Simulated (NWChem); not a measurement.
Program: NWChem. System: C2H6, charge 0, spin multiplicity 1, displaced from the optimised geometry. Level: MP2/cc-pVDZ, 2 core orbitals frozen, spin-restricted.

Part of the output:

```
             Northwest Computational Chemistry Package (NWChem) 7.3.0
             --------------------------------------------------------

                                NWChem Input Module
                                -------------------

 Scaling coordinates for geometry "geometry" by  1.889725989
 (inverse scale =  0.529177249)

                             Geometry "geometry" -> ""
                             -------------------------

 Output coordinates in angstroms (scale by  1.889725989 to convert to a.u.)

  No.       Tag          Charge          X              Y              Z
 ---- ---------------- ---------- -------------- -------------- --------------
    1 C                    6.0000     0.04460000    -0.76255600     0.00000000
    2 C                    6.0000    -0.04460000     0.76255600     0.00000000
    3 H                    1.0000     0.58005100    -1.13691000     0.88796900
    4 H                    1.0000     0.58005100    -1.13691000    -0.88796900
    5 H                    1.0000    -0.95533600    -1.22674800     0.00000000
    6 H                    1.0000    -0.58005100     1.13691000     0.88796900
    7 H                    1.0000    -0.58005100     1.13691000    -0.88796900
    8 H                    1.0000     0.87534100     1.18961300     0.00000000

 Effective nuclear repulsion energy (a.u.)      42.3319163740

            Nuclear Dipole moment (a.u.)
            ----------------------------
        X                 Y               Z
 ---------------- ---------------- ----------------
    -0.1511686305    -0.0701749746     0.0000000000


 Summary of "ao basis" -> "" (spherical)
 ------------------------------------------------------------------------------
       Tag                 Description            Shells   Functions and Types
 ---------------- ------------------------------  ------  ---------------------
 *                          cc-pvdz                   on all atoms

 Summary of "ao basis" -> "ao basis" (spherical)
 ------------------------------------------------------------------------------
       Tag                 Description            Shells   Functions and Types
 ---------------- ------------------------------  ------  ---------------------
 C                          cc-pvdz                  6       14   3s2p1d
 H                          cc-pvdz                  3        5   2s1p

                                 NWChem SCF Module
                                 -----------------

  ao basis        = "ao basis"
  functions       =    58
  atoms           =     8
  closed shells   =     9
  open shells     =     0
  charge          =   0.00
  wavefunction    = RHF
  use symmetry    = F
  symmetry adapt  = F

 Summary of "ao basis" -> "ao basis" (spherical)
 ------------------------------------------------------------------------------
       Tag                 Description            Shells   Functions and Types
 ---------------- ------------------------------  ------  ---------------------
 C                          cc-pvdz                  6       14   3s2p1d
 H                          cc-pvdz                  3        5   2s1p

 Forming initial guess at       0.0s

      Superposition of Atomic Density Guess
      -------------------------------------

 Sum of atomic energies:         -78.32796623

      Non-variational initial energy
      ------------------------------

 Total energy =     -79.714205
 1-e energy   =    -186.737618
 2-e energy   =      64.691497
 HOMO         =      -0.421585
 LUMO         =       0.102621

 Starting SCF solution at       0.3s

 ----------------------------------------------
         Quadratically convergent ROHF

 Convergence threshold     :          1.000E-07
 Maximum no. of iterations :          100
 Final Fock-matrix accuracy:          1.000E-09
 ----------------------------------------------

              iter       energy          gnorm     gmax       time
             ----- ------------------- --------- --------- --------
                 1      -79.2072435435  5.17D-01  1.79D-01      0.3
                 2      -79.2279716378  1.43D-01  6.64D-02      0.3
                 3      -79.2298921932  4.68D-03  2.37D-03      0.4
[...]
   Bfn.  Coefficient  Atom+Function         Bfn.  Coefficient  Atom+Function
  ----- ------------  ---------------      ----- ------------  ---------------
     4      0.318878  1 C  px                18     -0.281343  2 C  px
    39     -0.278330  5 H  s                 54     -0.239000  8 H  s
    29      0.164041  3 H  s                 34      0.164041  4 H  s
     7      0.155353  1 C  px                44      0.153202  6 H  s
    49      0.153202  7 H  s

 Vector    9  Occ=2.000000D+00  E=-4.811674D-01
              MO Center= -1.5D-03,  6.9D-03,  3.0D-14, r^2= 2.4D+00
   Bfn.  Coefficient  Atom+Function         Bfn.  Coefficient  Atom+Function
  ----- ------------  ---------------      ----- ------------  ---------------
     6      0.296772  1 C  pz                20     -0.298052  2 C  pz
    29      0.243198  3 H  s                 34     -0.243198  4 H  s
    44     -0.244394  6 H  s                 49      0.244394  7 H  s

 Vector   10  Occ=0.000000D+00  E= 1.869643D-01
              MO Center= -2.8D-02, -5.6D-02, -2.8D-13, r^2= 5.6D+00
   Bfn.  Coefficient  Atom+Function         Bfn.  Coefficient  Atom+Function
  ----- ------------  ---------------      ----- ------------  ---------------
     3      1.520375  1 C  s                 17      1.490633  2 C  s
    40     -0.707283  5 H  s                 30     -0.682328  3 H  s
    35     -0.682328  4 H  s                 45     -0.674410  6 H  s
    50     -0.674410  7 H  s                 55     -0.667091  8 H  s
     8     -0.418943  1 C  py                22      0.407741  2 C  py

 Vector   11  Occ=0.000000D+00  E= 2.351608D-01
              MO Center= -2.2D-02,  5.2D-02,  4.7D-13, r^2= 6.6D+00
   Bfn.  Coefficient  Atom+Function         Bfn.  Coefficient  Atom+Function
  ----- ------------  ---------------      ----- ------------  ---------------
    17     -1.961984  2 C  s                  3      1.861752  1 C  s
    45      0.868477  6 H  s                 50      0.868477  7 H  s
    30     -0.830014  3 H  s                 35     -0.830014  4 H  s
    55      0.702432  8 H  s                 40     -0.664509  5 H  s

 Vector   12  Occ=0.000000D+00  E= 2.537151D-01
              MO Center= -3.1D-03,  5.8D-03, -4.4D-13, r^2= 6.1D+00
   Bfn.  Coefficient  Atom+Function         Bfn.  Coefficient  Atom+Function
  ----- ------------  ---------------      ----- ------------  ---------------
    45      1.239709  6 H  s                 50     -1.239709  7 H  s
    30      1.233339  3 H  s                 35     -1.233339  4 H  s
    23     -0.838240  2 C  pz                 9     -0.831137  1 C  pz
     6     -0.222200  1 C  pz                20     -0.223016  2 C  pz

 center of mass
 --------------
 x =  -0.00507045 y =  -0.00235379 z =   0.00000000

 moments of inertia (a.u.)
 ------------------
          90.305226614616           4.443305141081           0.000000000000
           4.443305141081          22.406831827771           0.000000000000
           0.000000000000           0.000000000000          90.009834968668

  Mulliken analysis of the total density
  --------------------------------------

    Atom       Charge   Shell Charges
 -----------   ------   -------------------------------------------------------
    1 C    6     6.11   2.00  0.64  0.44  2.02  0.94  0.06
    2 C    6     6.06   2.00  0.64  0.39  2.05  0.91  0.06
    3 H    1     0.97   0.75  0.19  0.03
    4 H    1     0.97   0.75  0.19  0.03
    5 H    1     0.97   0.75  0.19  0.03
    6 H    1     0.97   0.75  0.19  0.03
    7 H    1     0.97   0.75  0.19  0.03
    8 H    1     0.98   0.79  0.15  0.03

       Multipole analysis of the density wrt the origin
       ------------------------------------------------

     L   x y z        total         open         nuclear
     -   - - -        -----         ----         -------
     0   0 0 0     -0.000000      0.000000     18.000000

     1   1 0 0      0.024778      0.000000     -0.151169
     1   0 1 0      0.018209      0.000000     -0.070175
     1   0 0 1     -0.000000      0.000000      0.000000

     2   2 0 0    -11.091630      0.000000     10.886730
     2   1 1 0      0.074856      0.000000     -2.973659
     2   1 0 1      0.000000      0.000000      0.000000
     2   0 2 0    -11.534297      0.000000     53.809679
     2   0 1 1     -0.000000      0.000000      0.000000
     2   0 0 2    -11.079333      0.000000     11.262979

                   NWChem MP2 Semi-direct Energy/Gradient Module
                   ---------------------------------------------

  Basis functions       =     58
  Molecular orbitals    =     58
  Frozen core           =      2
  Frozen virtuals       =      0
  Active alpha occupied =      7
  Active beta occupied  =      7
  Active alpha virtual  =     49
  Active beta virtual   =     49
  Use MO symmetry       = F
  Use skeleton AO sym   = F

  AO/Fock/Back tols     =   1.0D-09  1.0D-09  1.0D-09

 GA uses MA = F    GA memory limited = T

 Available:
  local mem=  1.26D+08
 global mem=  1.44D+08
 local disk=  0.00D+00
  mp2_memr nvloc                    49
  nvloc new                    49
   1 passes of   7:        3145728                      15609                   2001192.
   1 passes of   7: M    126153212           G      144172472           F     123007484.

 Semi-direct pass number   1 of   1  for RHF alpha+beta  at        0.5s
  vrange nnbf                  1711
  mp2_eaftype                    10  avail_ma_in_mb                  1099
 EAF : mp2_eaftype filesize          10    1000596.
  mp2_eaf for mointskh                     10
Node 0 wrote      4.7 Mb in      0.0 s     Agg I/O rate:  1800.2 Mb/s
 Done moints_semi at        1.2s
  mp2_eaftype                    10  avail_ma_in_mb                  1089
 EAF : mp2_eaftype filesize          10    1000596.
  mp2_eaf for kh                    10
 Done maket at        1.3s
 Done multipass loop at        1.3s

          -------------------------------------------
          SCF energy                 -79.229894993533
          Correlation energy          -0.301709031965
          Singlet pairs               -0.207814983744
          Triplet pairs               -0.093894048221
          Total MP2 energy           -79.531604025498
          -------------------------------------------

          ---------------------------------------------------
                    Spin Component Scaled (SCS) MP2
          Same spin pairs                     -0.062596032147
          Same spin scaling factor             0.333333333333
          Opposite spin pairs                 -0.239112999817
          Opposite spin scaling fact.          1.200000000000
          SCS-MP2 correlation energy          -0.307800943830
          Total SCS-MP2 energy               -79.537695937363
          ---------------------------------------------------

 -----------------------
 Performance information
 -----------------------

 Timer overhead =  2.18D-07 seconds/call

               Nr. of calls         CPU time (s)                 Wall time (s)                GFlops
             ---------------    -------------------     ------------------------------   -------------------
Name         Min   Avg   Max    Min     Avg     Max     Min     Avg     Max   Mx/calls   Min     Max     Sum
mp2: moin     1     1     1   0.71    0.71    0.71     0.71    0.71    0.71    0.71      0.0     0.0     0.0
mp2: make     1     1     1   5.09E-2 5.09E-2 5.09E-2  5.09E-2 5.09E-2 5.09E-2 5.09E-2   0.0     0.0     0.0
mp2: tota     1     1     1   0.77    0.77    0.77     0.77    0.77    0.77    0.77      0.0     0.0     0.0

 The average no. of pstat calls per process was 3.00D+00
 with a timing overhead of 6.55D-07s

 Task  times  cpu:        1.3s     wall:        1.3s

 Total times  cpu:        1.3s     wall:        1.3s
```

Write an NWChem input that would produce this output.

Several could match; the one computed here: 
```
start mol
memory heap 200 mb stack 900 mb global 1100 mb
geometry units angstroms nocenter noautoz noautosym
  C      0.044600    -0.762556     0.000000
  C     -0.044600     0.762556     0.000000
  H      0.580051    -1.136910     0.887969
  H      0.580051    -1.136910    -0.887969
  H     -0.955336    -1.226748     0.000000
  H     -0.580051     1.136910     0.887969
  H     -0.580051     1.136910    -0.887969
  H      0.875341     1.189613     0.000000
end
basis spherical
  * library cc-pvdz
end
scf
  rhf
  nopen 0
  maxiter 100
  thresh 1e-7
  semidirect memsize 60000000 filesize 0
end
mp2
  freeze core 2
end
task mp2 energy
```
